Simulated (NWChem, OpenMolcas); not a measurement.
## C2F2: a line through the functionals

The species is C2F2 (4 atoms), meant as a singlet with charge 0. As SMILES, `FC#CF`. The coordinates come from a PBE0-D4/def2-TZVP relaxation.

The HOMO–LUMO gap y, in eV, basis cc-pVTZ; a is the functional's share of exact exchange. Programs: NWChem 7.3.0, OpenMolcas 26.06.

| functional | program | a | y (eV) |
| --- | --- | --- | --- |
| PBE | NWChem | 0 | 6.53 |
| TPSS | OpenMolcas | 0 | 6.77 |
| B3LYP | OpenMolcas | 0.2 | 8.71 |
| PBE0 | NWChem | 0.25 | ? |
| BHLYP | NWChem | 0.5 | 11.90 |

Task: Fit y = c + s·a to the known rows and predict PBE0.

Result: 
1. Means of the 4 rows: a = 0.1750, y = 8.478.
2. Σ(Δa)² = 0.1675, Σ(Δa·Δy) = 1.7578, so the slope is 1.7578/0.1675 = 10.494.
3. Intercept: 8.478 − (10.494) × 0.1750 = 6.642. The largest residual of the fit is 0.13.
4. PBE0: 6.642 + (10.494) × 0.25 = 9.27 eV.

The run gave 9.31 eV, so the prediction is off by -0.04 eV, within the scatter of the fit. Exact exchange lowers occupied levels and raises empty ones. The rows mix families of semi-local functionals, which the line can't see.
